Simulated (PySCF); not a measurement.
# Stretching BN⁺

Set-up: PySCF, no relativity, basis sets B def2-TZVPPD, N def2-TZVPPD. Energies in eV from B⁺ + N in their ground configurations at the same level. State: ⁴Σ⁻ (quartet), unpaired electrons σ ↑, π ↑↑.

All columns are PBE0. A positive dipole points towards N; it is taken about the centre of mass and depends on that origin.

```
R (Å)  E (eV)  μ (D)  Mulliken charge on B (basis-dependent)  HOMO (eV)  LUMO (eV)  Mayer bond order  ⟨S²⟩
1.239  -1.286  -2.44                                    0.53     -18.44     -14.94              1.80  3.75
1.297  -1.815  -2.56                                    0.59     -18.39     -14.52              1.75  3.75
1.355  -2.102  -2.69                                    0.65     -18.33     -14.14              1.70  3.75
1.398  -2.200  -2.77                                    0.68     -18.28     -13.87              1.66  3.75
1.441  -2.223  -2.84                                    0.71     -18.24     -13.61              1.62  3.75
1.484  -2.190  -2.91                                    0.72     -18.18     -13.38              1.58  3.75
1.542  -2.087  -2.97                                    0.73     -18.11     -13.09              1.52  3.76
1.614  -1.904  -3.00                                    0.73     -18.01     -12.78              1.41  3.76
1.700  -1.658  -2.97                                    0.72     -17.89     -12.57              1.26  3.77
1.816  -1.357  -2.92                                    0.71     -17.74     -12.49              1.03  3.78
```

A fit through these points gives, at Re = 1.435 Å, μ = -2.84 D and dμ/dR = -1.65 D/Å; the reduced mass is 6.164 u.

Problem. How strong is the fundamental in the double-harmonic approximation, I = 42.26·(dμ/dR)²/μred km/mol?

Solution. I = 42.26·(-1.65)²/6.164 = 18.7 km/mol at PBE0.

For an ion De counts to the pair picked by the measured ionisation energies or electron affinities, which need not be the lowest pair at this level. The state was picked by a PBE0 search and need not be the measured ground state.
